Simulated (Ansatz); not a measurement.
A nudged elastic band was laid between two geometries of H2 + H5NSi (9 atoms, charge 0, multiplicity 1).

Level of theory: RKS CAM-B3LYP/6-31G* (Ansatz).

```json
{
  "movable images": "9",
  "climbing image": "yes",
  "spring": "0.5 eV/Å²",
  "optimiser": "quadratic models (default)",
  "start path": "through a guess of the saddle point",
  "force threshold": "0.05 eV/Å",
  "iteration limit": "60",
  "end points": "relaxed"
}
```

First end point:

```xyz
9
Properties=species:S:1:pos:R:3
Si -0.322 0.602 -0.013
N 0.057 -0.066 1.539
H -0.684 -0.468 2.099
H 0.728 0.406 2.130
H 0.956 0.889 -0.709
H -1.117 1.865 -0.012
H -1.108 -0.407 -0.765
H 1.746 -2.975 2.060
H 1.394 -2.349 1.852
```

Last end point:

```xyz
9
Properties=species:S:1:pos:R:3
Si 0.388 0.093 -0.453
N -0.046 -0.683 2.391
H -0.997 -0.988 2.580
H 0.147 0.092 3.021
H 0.612 0.481 -1.878
H 0.437 1.343 0.340
H -0.942 -0.555 -0.394
H 1.480 -0.840 -0.091
H 0.569 -1.446 2.663
```

(1) Which bonds break or form, and what moves?

(2) Give the energies along the band, and the barrier.

(3) What is the geometry of the highest image?

Answers

(1) Bonds broken: Si1–N2, H8–H9. Bonds formed: Si1–H8, N2–H9. H2 + H5NSi becomes H3N + H4Si.

(2) It converged. The highest image is number 6 of 0 to 10, 50.1 kcal/mol above the first end and 48.8 kcal/mol above the last; the last end lies 1.3 kcal/mol above the first. Neighbouring images differ by up to 1.4 eV, so the band resolves the path poorly. Another band between the same ends (9 images) ends at a top of the same energy, where a vibrational analysis finds 1 clearly imaginary mode. The orbitals stay closed-shell, which can raise the energy where a bond breaks towards radicals; this wasn't checked here.

```json
{"image": "0", "path coordinate (Å)": "0.00", "energy (kcal/mol)": "0.0", "Si1–N2 (Å)": "1.73", "H8–H9 (Å)": "0.75", "Si1–H8 (Å)": "4.62"}
{"image": "1", "path coordinate (Å)": "0.63", "energy (kcal/mol)": "0.1", "Si1–N2 (Å)": "1.73", "H8–H9 (Å)": "0.75", "Si1–H8 (Å)": "4.33"}
{"image": "2", "path coordinate (Å)": "1.26", "energy (kcal/mol)": "0.2", "Si1–N2 (Å)": "1.73", "H8–H9 (Å)": "0.75", "Si1–H8 (Å)": "3.98"}
{"image": "3", "path coordinate (Å)": "1.88", "energy (kcal/mol)": "0.7", "Si1–N2 (Å)": "1.73", "H8–H9 (Å)": "0.75", "Si1–H8 (Å)": "3.50"}
{"image": "4", "path coordinate (Å)": "2.51", "energy (kcal/mol)": "3.4", "Si1–N2 (Å)": "1.73", "H8–H9 (Å)": "0.75", "Si1–H8 (Å)": "2.92"}
{"image": "5", "path coordinate (Å)": "3.14", "energy (kcal/mol)": "18.2", "Si1–N2 (Å)": "1.77", "H8–H9 (Å)": "0.78", "Si1–H8 (Å)": "2.36"}
{"image": "6", "path coordinate (Å)": "3.77", "energy (kcal/mol)": "50.1", "Si1–N2 (Å)": "1.89", "H8–H9 (Å)": "1.17", "Si1–H8 (Å)": "1.94"}
{"image": "7", "path coordinate (Å)": "4.68", "energy (kcal/mol)": "25.4", "Si1–N2 (Å)": "2.24", "H8–H9 (Å)": "1.89", "Si1–H8 (Å)": "1.54"}
{"image": "8", "path coordinate (Å)": "5.59", "energy (kcal/mol)": "10.0", "Si1–N2 (Å)": "2.72", "H8–H9 (Å)": "2.24", "Si1–H8 (Å)": "1.48"}
{"image": "9", "path coordinate (Å)": "6.51", "energy (kcal/mol)": "2.1", "Si1–N2 (Å)": "2.96", "H8–H9 (Å)": "2.68", "Si1–H8 (Å)": "1.48"}
{"image": "10", "path coordinate (Å)": "7.42", "energy (kcal/mol)": "1.3", "Si1–N2 (Å)": "2.98", "H8–H9 (Å)": "2.96", "Si1–H8 (Å)": "1.48"}
```

(3) 
```xyz
9
Properties=species:S:1:pos:R:3:forces:R:3
Si 0.057 -0.011 0.117 0.00 0.00 0.00
N 0.154 -0.302 1.983 0.00 0.01 0.00
H -0.735 -0.464 2.457 0.00 0.00 0.00
H 0.704 0.375 2.512 0.00 0.00 0.00
H 1.311 0.417 -0.538 0.00 0.00 0.00
H -0.711 1.285 0.225 0.00 0.00 0.00
H -0.886 -0.881 -0.616 0.00 0.00 0.00
H 1.019 -1.660 0.488 0.00 -0.01 0.01
H 0.736 -1.262 1.552 0.00 0.00 -0.02
```

The run took 4.7 min on 1 thread of Arm Neoverse V1, with other jobs on the host, peak memory 0.1 GiB.
